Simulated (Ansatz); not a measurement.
A nudged elastic band was laid between two geometries of CH₂NaS (5 atoms, charge 0, multiplicity 2).

These are results of UKS r2SCANh-D4/6-31G* in Ansatz 0.2.0, not measurements.

| Item | Value |
| --- | --- |
| movable images | 5 |
| climbing image | yes |
| spring | 5.0 eV/Å² |
| optimiser | quadratic models (default) |
| start path | IDPP |
| force threshold | 0.05 eV/Å |
| iteration limit | 33 |
| end points | relaxed |

Initial state:

```xyz
5
Properties=species:S:1:pos:R:3
C -0.404 0.130 -0.228
S 0.685 1.126 0.691
Na 1.462 -1.269 0.645
H -0.383 0.176 -1.317
H -1.360 -0.163 0.208
```

Final state:

```xyz
5
Properties=species:S:1:pos:R:3
C -0.405 0.129 -0.228
S 0.681 1.121 0.698
Na 1.474 -1.269 0.641
H -1.361 -0.169 0.206
H -0.389 0.188 -1.317
```

(1) Which bonds break or form, and what moves?

(2) What energy profile does the band end with?

(3) What is the geometry of the highest image?

(4) What are the harmonic wavenumbers there?

The band took 5 iterations and of the order of 2.6 core-minutes.

Answers

(1) No bond is made or broken. The dihedral H4–C1–S2–Na3 goes from -104 to 104°. The two ends are copies of one structure, up to a mirror image or an exchange of like atoms.

(2) It converged. The highest image is number 3 of 0 to 6, 0.261 eV above the ends, which have the same energy within 2 meV. A vibrational analysis at the climbing image gives one clearly imaginary mode, 342i cm⁻¹: a first-order saddle point.

```csv
image,path coordinate (Å),energy (eV),dihedral H4–C1–S2–Na3 (°)
0,0.00,0.000,-104
1,0.57,0.040,-74
2,1.14,0.168,-43
3,1.71,0.261,0
4,2.29,0.168,43
5,2.86,0.039,74
6,3.43,0.000,104
```

(3) 
```xyz
5
Properties=species:S:1:pos:R:3
C -0.582 0.117 -0.056
S 0.450 0.589 1.260
Na 2.021 -0.645 -0.212
H -0.259 -0.454 -0.934
H -1.630 0.394 -0.058
```

(4) 342i, 123, 226, 335, 841, 964, 1497, 3041, 3230 cm⁻¹.

The run took 2.6 min on 1 thread of Arm Neoverse V2 (shared host), peak memory 0.2 GiB.
